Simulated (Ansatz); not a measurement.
**NO2F (nitryl fluoride): levels of theory compared**

Wanted: a comparison of 6 runs (PBE0/STO-3G, UPBE0/STO-3G, r2SCAN0/STO-3G, revPBE/STO-3G, UMP2/STO-3G, CCSD(T)/STO-3G) of NO2F (nitryl fluoride). 

Program for the calculation: Ansatz 0.2.0.

69 further runs of the same task are left out: 10 that didn't finish, 59 set aside as unsound or not needed.

### Step 1. The structure to begin with

NO2F has 4 atoms, charge 0, and is taken as a singlet. SMILES: `O=[N+]([O-])F`. The N2–O1 distance was set to 2.924 Å, away from the relaxed value. At this shape a bond of the SMILES string is far longer than usual.

Bond lengths: N2–O3 1.170 Å, N2–F4 1.442 Å. Angles: O3–N2–F4 112.2°.

### Step 2. The energy at PBE0/STO-3G (run 1)

job.yaml

```yaml
crystal:
  periodic: [false, false, false]
  atoms:
    - symbol: O
      position_ang: [0.351144, 1.282518, 2.666901]
    - symbol: N
      position_ang: [0.079720, -0.071800, 0.089140]
    - symbol: O
      position_ang: [0.476580, -1.068680, -0.376880]
    - symbol: F
      position_ang: [-0.744590, 0.670550, -0.832510]
basis:
  gaussian: {orbitals: STO-3G}
total_charge: 0
hamiltonian: {xc: pbe0}
accuracy: high
```

On the command line:

```bash
$ ansatz run job.yaml --threads 1 --pin off --max-ram 3480MiB --events-out events.jsonl --progress --plain --runs-dir runs
```

Standard output:

```text
Warning: RAYON_NUM_THREADS=1 ignored (pool sized by the plan → 1); use --threads N
Functional definition: PBE0
  name "PBE0"
  parameter a = 0.25
  parameter kappa = 0.804
  parameter beta = 0.06672455060314922
  exchange = (1 - a)*pbe_x(kappa = kappa, mu = beta*pi^2/3) + a*exact_x
  correlation = pbe_c(beta = beta)
335 factors; integrals over basis functions are off by at most 4.2e-8 eV
mean field evaluation 1: about -8120.6256 eV, gradient 5.0e1 eV
mean field evaluation 2: about -7603.2469 eV, gradient 2.5e1 eV
mean field evaluation 4: about -8094.0163 eV, gradient 6.8e1 eV
mean field evaluation 8: about -8167.9017 eV, gradient 6.8e-1 eV
mean field evaluation 16: about -8167.9147 eV, gradient 2.7e-5 eV
mean field evaluation 32: about -8167.9147 eV, gradient 6.4e-2 eV
mean field -8167.91470362 eV, -300.1653289467 hartree, gradient 4.7e-8 eV, S^2 0.000000; 4 other end points of the search recorded, 0 dependent functions left out
reference -8167.91470430 eV, -300.1653289717 hartree; 16, 16 occupied and 4, 4 virtual orbitals, 335 factors
Total energy: -8167.91470430 eV, -300.1653289717 hartree
```

Wall time 2.7 s (1 thread of Arm Neoverse V1, shared host).

### Step 3. A single-point energy at UPBE0/STO-3G (run 2)

job.yaml

```yaml
crystal:
  periodic: [false, false, false]
  atoms:
    - {symbol: O, position_ang: [0.351144, 1.282518, 2.666901]}
    - {symbol: "N", position_ang: [0.079720, -0.071800, 0.089140]}
    - {symbol: O, position_ang: [0.476580, -1.068680, -0.376880]}
    - {symbol: F, position_ang: [-0.744590, 0.670550, -0.832510]}
basis:
  gaussian: {orbitals: STO-3G}
magnetization: {spin_polarized: true, initial_magnetization: 0}
accuracy: high
hamiltonian: {xc: pbe0}
```

On the command line:

```bash
$ ansatz run job.yaml --threads 1 --pin off --max-ram 3480MiB --events-out events.jsonl --progress --plain --runs-dir runs
```

Standard output (excerpt; [...] marks lines left out):

```text
Warning: RAYON_NUM_THREADS=1 ignored (pool sized by the plan → 1); use --threads N
[... 2 set-up lines as earlier in the session ...]
[...]
335 factors; integrals over basis functions are off by at most 4.2e-8 eV
[...]
mean field -8170.41348091 eV, -300.2571573183 hartree, gradient 6.8e-8 eV, S^2 0.999902; 7 other end points of the search recorded, 0 dependent functions left out
reference -8170.41348159 eV, -300.2571573434 hartree; 16, 16 occupied and 4, 4 virtual orbitals, 335 factors
Total energy: -8170.41348159 eV, -300.2571573434 hartree
```

It took 53 s on 1 thread of Arm Neoverse V1, shared host; peak memory 0.12 GiB.

### Step 4. The energy at r2SCAN0/STO-3G (run 3)

input.yaml

```yaml
crystal:
  periodic: [false, false, false]
  atoms:
    - {symbol: O, position_ang: [0.351144, 1.282518, 2.666901]}
    - {symbol: "N", position_ang: [0.079720, -0.071800, 0.089140]}
    - {symbol: O, position_ang: [0.476580, -1.068680, -0.376880]}
    - {symbol: F, position_ang: [-0.744590, 0.670550, -0.832510]}
basis:
  gaussian: {orbitals: STO-3G}
hamiltonian: {xc: {name: r2SCAN0}}
accuracy: high
```

On the command line:

```bash
$ ansatz run input.yaml --threads 1 --pin off --max-ram 3480MiB --events-out events.jsonl --progress --plain --runs-dir runs
```

Standard output:

```text
Warning: RAYON_NUM_THREADS=1 ignored (pool sized by the plan → 1); use --threads N
Functional definition: r2SCAN0
  name "r2SCAN0"
[... 1 set-up line as earlier in the session ...]
  parameter k0 = 0.174
  parameter k1 = 0.065
  parameter a1 = 4.9479
  exchange = (1 - a)*r2scan_x(k0 = k0, k1 = k1, a1 = a1) + a*exact_x
  correlation = r2scan_c
335 factors; integrals over basis functions are off by at most 4.2e-8 eV
mean field evaluation 1: about -8124.7922 eV, gradient 5.1e1 eV
mean field evaluation 2: about -7608.9170 eV, gradient 2.7e1 eV
mean field evaluation 4: about -8100.6173 eV, gradient 6.4e1 eV
mean field evaluation 8: about -8171.9170 eV, gradient 6.3e-1 eV
mean field evaluation 16: about -8171.9156 eV, gradient 6.9e-6 eV
mean field evaluation 32: about -8171.9077 eV, gradient 1.0e-1 eV
mean field -8171.91564637 eV, -300.3123608807 hartree, gradient 7.2e-8 eV, S^2 0.000000; 4 other end points of the search recorded, 0 dependent functions left out
reference -8171.91564647 eV, -300.3123608845 hartree; 16, 16 occupied and 4, 4 virtual orbitals, 335 factors
Total energy: -8171.91564647 eV, -300.3123608845 hartree
```

Run time: 6.6 s. Hardware: 1 thread of Arm Neoverse V1, shared host; peak memory 0.13 GiB.

Runs 4 to 5 aren't shown in full; the table further down has their settings and results.

### Step 5. A single-point energy at CCSD(T)/STO-3G (run 6)

input.yaml

```yaml
basis:
  gaussian:
    orbitals: STO-3G
crystal:
  periodic: [false, false, false]
  atoms:
    - {symbol: O, position_ang: [0.351144, 1.282518, 2.666901]}
    - {symbol: N, position_ang: [0.079720, -0.071800, 0.089140]}
    - {symbol: O, position_ang: [0.476580, -1.068680, -0.376880]}
    - {symbol: F, position_ang: [-0.744590, 0.670550, -0.832510]}
correlation:
  method: ccsd_t
  frozen_orbitals: {F: 1, "N": 1, O: 1}
accuracy: high
scf:
  omitted_lower_state_checks: [cluster_reference, increment]
```

On the command line:

```bash
$ ansatz run input.yaml --threads 1 --pin off --max-ram 3480MiB --events-out events.jsonl --progress --plain --runs-dir runs
```

Standard output:

```text
Warning: RAYON_NUM_THREADS=1 ignored (pool sized by the plan → 1); use --threads N
[... 16 lines left out ...]
4 core orbitals not correlated: weight in the atoms' cores, before any rotation towards them, 1.000 or more for the frozen orbitals, at most 0.000 for the correlated occupied ones
[... 221 lines left out ...]
Total energy: -8147.35640333 eV, -299.4098253458 hartree
Checks for a lower state left out: cluster_reference, increment
```

Run time: 1 s. Hardware: 1 thread of Arm Neoverse V1, shared host.

### Step 6. All runs side by side

```
run           level  frozen core orbitals  energy (Eh)  wall time
  1     PBE0/STO-3G                     –  -300.165329      2.7 s
  2    UPBE0/STO-3G                     –  -300.257157       53 s
  3  r2SCAN0/STO-3G                     –  -300.312361      6.6 s
  4   revPBE/STO-3G                     –  -300.380315      2.2 s
  5     UMP2/STO-3G                     4  -299.378593      2.9 s
  6  CCSD(T)/STO-3G                     4  -299.409825        1 s
```

### Step 7. What came out

| quantity | value |
| --- | --- |
| run 6: total energy | -299.40983 Eh |
| run 6: correlation energy (4 core orbitals frozen) | -229.4 mEh |
| run 6: (T) correction | -7.21 mEh |
| run 6: T1 diagnostic | 0.018 |

What this shows: Totals of different functionals can't be ranked against each other. In run 6 the log says that unrestricted orbitals would lower the reference, so the values rest on an unstable closed-shell determinant (other closed-shell runs at this shape may share the fault). In runs 1, 2, 3, 4, 5, 6 the basis is minimal, so the values are rough. In runs 1, 3, 4, 6 a closed-shell determinant meets a far-stretched bond, which it describes badly. Spin contamination of the reference: run 5 ⟨S²⟩ = 2.07, run 2 ⟨S²⟩ = 1.00. Where it is this large, the reference is a mixture of spin states, and values that rest on it are in doubt. All runs together took 68 s, the longest 53 s.
